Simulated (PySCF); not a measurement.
# PH3: calculation against experiment

**What was measured.**

From NIST CCCBDB Release 22 (SRD 101), experimental dipoles, for the gas: dipole moment (microwave Stark effect) 0.58 D.

The results are set against them at the end.

PH₃.
Numbering: `[PH3:1]` (hydrogens: H2, H3, H4 on P1)

Geometry (GFN2-xTB, Å), atoms numbered from 1 in this order:
```
atom  x, y, z in Å
P1    -0.0015    0.0035    0.5704
H2    -0.5587    1.0086   -0.2056
H3     1.1583   -0.0163   -0.1896
H4    -0.5880   -0.9910   -0.1980
```

Runs made with PySCF (gas phase, on this GFN2-xTB geometry; no spin–orbit coupling):

| level | job | basis functions |
| --- | --- | --- |
| BLYP/def2-SVP | shieldings | 33 |
| CAM-B3LYP/6-31G* | shieldings | 24 |
| HCTH407/6-311+G(2d,p) | shieldings | 53 |
| HCTH407/6-31G* | shieldings | 24 |
| HF/def2-SVP | shieldings | 33 |
| KT3/6-311+G(2d,p) | shieldings | 53 |
| LC-wPBE/6-311+G(2d,p) | shieldings | 53 |
| LDA/6-311+G(2d,p) | shieldings | 53 |
| OLYP/6-311+G(2d,p) | shieldings | 53 |
| PBE/6-311+G(2d,p) | shieldings | 53 |
| PW91/6-31G* | shieldings | 24 |
| WP04/6-311+G(2d,p) | shieldings | 53 |

All basis functions are spherical.

## Comparison

**Dipole moment.** Measured: 0.58 D (NIST CCCBDB Release 22 (SRD 101), experimental dipoles).

```
                level  computed (D)  computed − measured (D)  % (from the printed values)
        BLYP/def2-SVP          0.80                    +0.22                          +38
     CAM-B3LYP/6-31G*          1.02                    +0.44                          +76
HCTH407/6-311+G(2d,p)          0.81                    +0.23                          +40
       HCTH407/6-31G*          1.13                    +0.55                          +95
          HF/def2-SVP          0.81                    +0.23                          +40
    KT3/6-311+G(2d,p)          0.74                    +0.16                          +28
LC-wPBE/6-311+G(2d,p)          0.83                    +0.25                          +43
    LDA/6-311+G(2d,p)          0.85                    +0.27                          +47
   OLYP/6-311+G(2d,p)          0.79                    +0.21                          +36
    PBE/6-311+G(2d,p)          0.79                    +0.21                          +36
          PW91/6-31G*          1.13                    +0.55                          +95
   WP04/6-311+G(2d,p)          0.60                    +0.02                           +3
```

12 of the 60 levels run are shown, the closest and the furthest among them. All 60 levels lie above the measurement. The computed dipoles belong to one fixed geometry; measured ones are averaged over vibrations unless marked μe. Magnitudes are compared, not signs.

No measured geometry was used, and the causes of the misses weren't examined.
